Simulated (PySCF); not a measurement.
C5H5N.
Numbering: `[CH2:1]=[CH:2]/[CH:3]=[CH:4]/[C:5]#[N:6]` (hydrogens: H7, H8 on C1; H9 on C2; H10 on C3; H11 on C4)

Method used: PySCF 2.14.0, PBE0-D3(BJ)/def2-TZVP geometry optimisation, gas phase.

Q: What internal coordinates does the optimisation give?

A: 
| bond | length (Å) | order |
| --- | --- | --- |
| C1=C2 | 1.333 | double |
| C2–C3 | 1.441 | single |
| C3=C4 | 1.341 | double |
| C4–C5 | 1.416 | single |
| C5≡N6 | 1.153 | triple |
| C1–H7 | 1.083 | single |
| C1–H8 | 1.085 | single |
| C2–H9 | 1.087 | single |
| C3–H10 | 1.087 | single |
| C4–H11 | 1.086 | single |

Orders are formal, as drawn. A selection of angles:
| angle | degrees |
| --- | --- |
| C2–C1–H7 | 121.6 |
| C2–C1–H8 | 121.2 |
| H7–C1–H8 | 117.2 |
| C1–C2–C3 | 123.1 |
| C1–C2–H9 | 119.9 |
| C3–C2–H9 | 117.0 |
| C2–C3–C4 | 123.4 |
| C2–C3–H10 | 117.4 |
| C4–C3–H10 | 119.2 |
| C3–C4–C5 | 122.5 |
| C3–C4–H11 | 121.0 |
| C5–C4–H11 | 116.5 |
| C4–C5–N6 | 179.1 |

Torsions: C1–C2–C3–C4 180° (antiperiplanar); C2–C3–C4–C5 180° (antiperiplanar).

The 4 C–C bonds span 1.333 Å (C1=C2, drawn double) to 1.441 Å (C2–C3, drawn single), a spread of 0.108 Å. The 6 heavy atoms lie in one plane (0.000 Å rms). Of the pairs four or more bonds apart, H8···H10 is among the closest relative to their van der Waals radii: 2.47 Å, 103 % of the sum of Bondi's values.

Point group: Cs (tolerance 0.08 Å). No PBE0-D3(BJ)/def2-TZVP frequencies stand behind this structure, so it isn't proved a minimum. One conformer, not necessarily the lowest.
